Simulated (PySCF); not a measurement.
AlF₃, SMILES [F][Al]([F])[F].

Geometry: TPSSh-D3(BJ)/def2-TZVP. The isomer is the one that the SMILES or the coordinates give; other isomers of the formula were not compared.

Two levels are set side by side: PBE/def2-TZVPD (PySCF) and ωB97X/def2-TZVPD (PySCF). Same geometry, gas phase. Differences are taken from unrounded values.

```json
[
 {"quantity": "orbital gap (eV)", "ωB97X": "14.51"},
 {"quantity": "highest occupied level (eV)", "ωB97X": "-14.33"},
 {"quantity": "lowest empty level (eV)", "ωB97X": "0.18"},
 {"quantity": "mean polarisability (bohr³)", "ωB97X": "21.0"}
]
```

**Question.** What does PBE give, and how far is it from ωB97X? (The exact figures need the calculation; the answer reports its results.)

**Answer.** 
| quantity | PBE | PBE minus ωB97X |
|---|---|---|
| orbital gap (eV) | 7.11 | -7.39 |
| highest occupied level (eV) | -9.70 | 4.62 |
| lowest empty level (eV) | -2.59 | -2.77 |
| mean polarisability (bohr³) | 23.1 | 2.1 |

PBE's occupied levels lie high since its potential decays too fast outside the molecule; exact exchange lowers them and widens the gap. PBE's more diffuse valence density responds more strongly to a field. Differences between two approximate levels are no errors against the true value.

Rough cost on one machine, each run with all the roots and properties that it gave: ωB97X against PBE within a factor of 2.
